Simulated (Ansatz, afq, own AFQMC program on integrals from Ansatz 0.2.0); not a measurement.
# Atomization energy of BGeH, triplet

```xyz
3

Ge    0.0000    0.0000    1.6897
B     0.0000    0.0000   -0.2506
H     0.0000    0.0000   -1.4391
```

Connectivity, by distances: Ge–BH.

Atoms in their ground-state spins without spin–orbit coupling (mostly on UHF) minus the molecule (UHF), without zero-point energy. The geometry is a stationary point, not shown to be a minimum.

Basis cc-pVDZ. Noble-gas cores (and the filled d shells of Ga–Kr and In–Xe) are frozen. Integrals, coupled cluster, full CI and functionals: Ansatz 0.2.0; the random walks run on the same integrals in our own AFQMC program. The CISD trial takes its coefficients from CCSD amplitudes. Released means that phaseless walkers are propagated on without the constraint, phases kept. Error bars are statistical, one sigma. No spin–orbit coupling. The errors of all members are added in quadrature.

No full CI on the walks' own integrals is used here; CCSDT(Q) serves as the reference and is uncertain by about the last step of the cluster series. Each member takes its own surest rung, up to full CI.

The best estimate is CCSD(T) at the basis-set limit (CBS: def2-TZVPP and def2-QZVPP, with their diffuse functions for anions and beside diffuse sets, CCSD(T) itself extrapolated) plus the step from CCSD(T) to CCSDT(Q) in cc-pVDZ. Rows without CBS are in cc-pVDZ, the functionals in def2-TZVP; B2PLYP and the wave-function rows carry a basis error of their own. Core correlation and relativity beyond core potentials are missing, and ± holds the sampling alone.

Cautions: inner d shell frozen; no relativity below Rb; no spin-orbit coupling.

Best estimate: 165.7 kcal/mol.

```json
{"level": "HF", "atomization energy (kcal/mol)": "124.0", "error against the best estimate (kcal/mol)": "-41.7"}
{"level": "MP2", "atomization energy (kcal/mol)": "153.6", "error against the best estimate (kcal/mol)": "-12.1"}
{"level": "CCSD", "atomization energy (kcal/mol)": "148.2", "error against the best estimate (kcal/mol)": "-17.5"}
{"level": "CCSD(T)", "atomization energy (kcal/mol)": "150.8", "error against the best estimate (kcal/mol)": "-14.9"}
{"level": "ph-AFQMC/CISD", "atomization energy (kcal/mol)": "151.3 ± 0.2", "error against the best estimate (kcal/mol)": "-14.4 ± 0.2"}
{"level": "released AFQMC", "atomization energy (kcal/mol)": "151.2 ± 0.2", "error against the best estimate (kcal/mol)": "-14.5 ± 0.2"}
{"level": "HF/CBS", "atomization energy (kcal/mol)": "126.6", "error against the best estimate (kcal/mol)": "-39.1"}
{"level": "MP2/CBS", "atomization energy (kcal/mol)": "166.7", "error against the best estimate (kcal/mol)": "1.0"}
{"level": "CCSD(T)/CBS", "atomization energy (kcal/mol)": "165.1", "error against the best estimate (kcal/mol)": "-0.6"}
{"level": "PBE", "atomization energy (kcal/mol)": "176.8", "error against the best estimate (kcal/mol)": "11.1"}
{"level": "r2SCAN", "atomization energy (kcal/mol)": "177.0", "error against the best estimate (kcal/mol)": "11.3"}
{"level": "PBE0", "atomization energy (kcal/mol)": "172.9", "error against the best estimate (kcal/mol)": "7.2"}
{"level": "B3LYP", "atomization energy (kcal/mol)": "170.4", "error against the best estimate (kcal/mol)": "4.7"}
{"level": "wB97M-V", "atomization energy (kcal/mol)": "169.4", "error against the best estimate (kcal/mol)": "3.7"}
{"level": "B2PLYP", "atomization energy (kcal/mol)": "167.1", "error against the best estimate (kcal/mol)": "1.4"}
{"level": "surest rungs in cc-pVDZ", "atomization energy (kcal/mol)": "151.4", "error against the best estimate (kcal/mol)": "-14.3"}
```

Correlation beyond CCSD(T) adds 0.6 kcal/mol. Going to the basis-set limit adds 14.3 kcal/mol at CCSD(T). The perturbative (T) step is worth +2.6 kcal/mol.

Best estimates are given only where the step beyond CCSD(T) is under 0.3 eV and no member's determinant is very poor (T1 over 0.05, or 0.07 for open shells, ⟨S²⟩ too high by 0.3, two states mixed), so the hardest cases are missing from such tables.

The functionals ran in a triple-zeta set and keep a basis error of their own, a few kJ/mol for each bond in atomization energies and more for double hybrids, so close places among them and the extrapolated levels can swap.

Each member of a difference takes its own highest rung, so a best estimate needn't equal the limit plus the step of one row. A walk keeps the symmetry of its determinant, which the program's search chose and which needn't be the lowest solution, so a lower state of the same spin and another symmetry isn't excluded. Released energies are given only where the last usable release times agree within the noise; a slower fall can still hide under it.
